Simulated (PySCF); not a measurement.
# How the numerical set-up moves the result for PO⁺

Aim: see how much the energy and properties of PO⁺ depend on the numerical set-up.

Program: PySCF 2.14.0. Level of theory: method and basis as typed in the scripts. These are calculated values, not measurements.

2 further runs of the same task are left out: 2 that didn't finish.

**1. Starting geometry**

PO⁺: 2 atoms, charge 1, spin multiplicity 1.

Bond lengths: P1–O2 1.827 Å.

**2. The run that the others are compared with**

Contents of input.py:

```python
from pyscf import gto, dft

mol = gto.M(
    atom='P 0 0 0; O 0 0 1.827',
    basis='jorge-dzp-dkh',
    charge=1,
    spin=0,
    symmetry=True,
    verbose=4,
)
mf = dft.RKS(mol, xc='hse06')
mf = mf.sfx2c1e()
mf.kernel()
mf.dip_moment()
print('orbital energies (hartree):', mf.mo_energy[..., max(0, mol.nelec[1]-3):mol.nelec[0]+3].round(4))
```

The run is started by

```
$ OMP_NUM_THREADS=1 python input.py
```

Its log is not repeated here.

In short: E(SCF) = -416.812729 Eh, 12 cycles.

The bond length is a typed value, not an optimised one. The dipole of an ion depends on the origin.

**3. Spin-free X2C off**

Run 1 changes spin-free X2C: on → off.

Contents of input.py:

```python
from pyscf import gto, dft

mol = gto.M(
    atom='P 0 0 0; O 0 0 1.827',
    basis='jorge-dzp-dkh',
    charge=1,
    spin=0,
    symmetry=True,
    verbose=4,
)
mf = dft.RKS(mol, xc='hse06')
mf.kernel()
mf.dip_moment()
print('orbital energies (hartree):', mf.mo_energy[..., max(0, mol.nelec[1]-3):mol.nelec[0]+3].round(4))
```

The run is started by

```
$ OMP_NUM_THREADS=1 python input.py
```

**4. 6-311++g** (X2C off)**

Run 2 changes basis set: jorge-dzp-dkh → 6-311++g**; spin-free X2C: on → off.

input.py, as its differences from that of step 2:

```diff
@@ -4,3 +4,3 @@
     atom='P 0 0 0; O 0 0 1.827',
-    basis='jorge-dzp-dkh',
+    basis='6-311++g**',
     charge=1,
@@ -11,3 +11,2 @@
 mf = dft.RKS(mol, xc='hse06')
-mf = mf.sfx2c1e()
 mf.kernel()
```

**5. Integration grid 1**

Run 3 changes integration grid: default → 1.

input.py, as its differences from that of step 2:

```diff
@@ -12,2 +12,3 @@
 mf = mf.sfx2c1e()
+mf.grids.level = 1
 mf.kernel()
```

**6. Minao (X2C off)**

Run 4 changes basis set: jorge-dzp-dkh → minao; spin-free X2C: on → off.

input.py, as its differences from that of step 2:

```diff
@@ -4,3 +4,3 @@
     atom='P 0 0 0; O 0 0 1.827',
-    basis='jorge-dzp-dkh',
+    basis='minao',
     charge=1,
@@ -11,3 +11,2 @@
 mf = dft.RKS(mol, xc='hse06')
-mf = mf.sfx2c1e()
 mf.kernel()
```

**7. Integration grid (99, 590)**

Run 5 changes integration grid: default → (99, 590).

input.py, as its differences from that of step 2:

```diff
@@ -12,2 +12,3 @@
 mf = mf.sfx2c1e()
+mf.grids.atom_grid = (99, 590)
 mf.kernel()
```

**Question.** What will these runs give? Wanted: for each run, E(SCF); from base; gap.

**Answer**, as computed:

| run | E(SCF) (hartree) | from base (eV) | cycles | gap (eV) | functions |
| --- | --- | --- | --- | --- | --- |
| base | -416.812729 | 0 | 12 | 4.20 | 39 |
| spin-free X2C off (poor choice) | -415.822209 | not comparable | 12 | 4.20 | 39 |
| 6-311++g** (X2C off) | -415.941201 | not comparable | 14 | 4.21 | 52 |
| integration grid 1 | -416.812706 | +0.0006 | 12 | 4.20 | 39 |
| minao (X2C off) | -415.862644 | not comparable | 15 | 4.17 | 14 |
| integration grid (99, 590) | -416.812739 | -0.0003 | 12 | 4.20 | 39 |

In words: The largest comparable shift of the SCF energy, +0.00061 eV, comes with the run “integration grid 1”. Rows marked «poor choice» come from settings spoiled on purpose.
